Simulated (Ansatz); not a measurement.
Relaxation of C3H8N2 (13 atoms, charge 0, multiplicity 1), to a largest force component of 0.015 eV/Å in at most 40 steps.

The calculation used RKS PBE/def2-SVP (Ansatz 0.2.0).

```xyz
13
Properties=species:S:1:pos:R:3
C -1.804 0.018 0.021
N -1.081 -0.606 1.042
C 0.152 -0.788 0.833
C 1.077 -0.368 -0.364
N 1.737 0.834 -0.043
H -1.440 1.062 -0.243
H -1.899 -0.551 -0.889
H -2.832 0.243 0.371
H 0.757 -1.257 1.702
H 0.380 -0.216 -1.217
H 1.700 -1.184 -0.559
H 1.087 1.585 0.227
H 2.189 1.195 -0.865
```

Where does it end, and by what steps?

The forces met the threshold. The force dipped under the threshold on the way, but the program's further checks kept it going. After 15 steps the energy has fallen by 0.569 eV; H6 moved furthest, 1.10 Å.

```tsv
step	energy less start (eV)	largest force component (eV/Å)	accepted
0	0.0000	4.275	yes
1	-0.3905	1.520	yes
2	-0.4477	0.496	yes
3	-0.4689	0.138	yes
4	-0.4808	0.211	yes
5	-0.4904	0.505	yes
6	-0.5107	0.344	yes
7	-0.5430	0.170	yes
8	-0.5600	0.149	yes
9	-0.5631	0.126	yes
10	-0.5663	0.182	yes
11	-0.5690	0.035	yes
12	-0.5693	0.030	yes
13	-0.5694	0.014	yes
14	-0.5694	0.026	yes
15	-0.5695	0.013	yes
```

```xyz
13
Properties=species:S:1:pos:R:3
C -2.066 -0.311 -0.073
N -1.129 -0.629 0.980
C 0.131 -0.466 0.830
C 0.923 0.051 -0.360
N 2.204 0.587 0.093
H -1.668 0.255 -0.949
H -2.504 -1.258 -0.459
H -2.918 0.258 0.357
H 0.786 -0.755 1.683
H 0.295 0.750 -0.970
H 1.129 -0.820 -1.025
H 2.051 1.457 0.620
H 2.785 0.846 -0.713
```

Whether the end is a true minimum wasn't checked by a vibrational analysis.

Time of the run: 27 s on 2 threads of Arm Neoverse V2, on a shared host, peak memory 0.14 GiB.
